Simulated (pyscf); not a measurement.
# Four-centre exchange: `[AsH2][InH2]` + `[AsH3]` -> `[AsH2][InH][AsH2]` + `[H][H]`

Gas phase, singlet surface, charge 0. Bonds broken: In2–H5, As7–H8. Bonds formed: In2–As7, H5–H8. Structures and frequencies: ωB97X-D3(BJ)/def2-SVP in PySCF.

Transition state (Å):

```xyz
10

As    -2.6364    -1.3909     0.4695
In    -1.2747     0.7617     0.4009
H     -1.5504    -2.1006     1.2641
H     -2.0444    -1.8297    -0.8597
H     -1.4550     1.4581    -1.3718
H     -0.8913     2.0680     1.4267
As     1.1929     0.1425    -0.9917
H     -0.4274     0.9908    -1.3446
H      1.7184     0.8071     0.2673
H      0.8594    -1.1652    -0.2983
```

One imaginary mode, 1431i cm⁻¹; descent along it reached the two sides named, in the forms told below.

```csv
bond,change,reactant side (Å),saddle,product side
In2–H5,breaks,1.729,1.913,2.7
As7–H8,breaks,1.521,1.863,3.4
In2–As7,forms,3.4,2.9,2.566
H5–H8,forms,3.0,1.129,0.763
```

Electronic energies relative to the separated reactants (kcal/mol):

```json
[
 {"level": "ωB97X-D3(BJ)/def2-TZVP", "barrier": "19.9", "reaction energy": "-18.4", "reverse barrier": "38.3"},
 {"level": "PBE/def2-TZVP", "barrier": "17.4", "reaction energy": "-13.9", "reverse barrier": "31.3"},
 {"level": "r²SCAN/def2-TZVP", "barrier": "17.9", "reaction energy": "-14.4", "reverse barrier": "32.3"},
 {"level": "B3LYP-D3(BJ)/def2-TZVP", "barrier": "21.1", "reaction energy": "-14.3", "reverse barrier": "35.4"},
 {"level": "PBE0-D3(BJ)/def2-TZVP", "barrier": "18.0", "reaction energy": "-14.5", "reverse barrier": "32.5"},
 {"level": "M06-2X/def2-TZVP", "barrier": "21.2", "reaction energy": "-16.0", "reverse barrier": "37.2"},
 {"level": "ωB97M-D3(BJ)/def2-TZVP", "barrier": "25.0", "reaction energy": "-11.7", "reverse barrier": "36.7"},
 {"level": "HF/def2-TZVP", "barrier": "43.2", "reaction energy": "-7.9", "reverse barrier": "51.1"}
]
```

With ωB97M-D3(BJ)/def2-TZVP energies and thermal terms (ideal gas, 1 atm, RRHO with modes under 100 cm⁻¹ raised to 100, one conformer, R ln 2 for chiral ones without a mode under 150 cm⁻¹), in kcal/mol:

| T (K) | ΔH‡ | ΔG‡ | ΔH | ΔG |
|---|---|---|---|---|
| 298 | 24.7 | 35.2 | -11.9 | -9.6 |
| 600 | 25.1 | 45.8 | -10.6 | -7.9 |
| 900 | 25.9 | 55.9 | -9.7 | -6.7 |
| 1200 | 26.6 | 65.8 | -9.3 | -5.8 |

On the reactant side the descent ends in a complex (not fully relaxed), 6.3 kcal/mol under the separated species and 26.1 kcal/mol under the saddle at ωB97X-D3(BJ)/def2-TZVP. At the saddle there is also a short H–In contact that neither side keeps. This is the saddle that the search found; another between the same sides may lie lower. Elements up to Kr have no core potential and no relativistic terms here. Elements past Kr carry the def2 core potentials, without spin-orbit coupling.
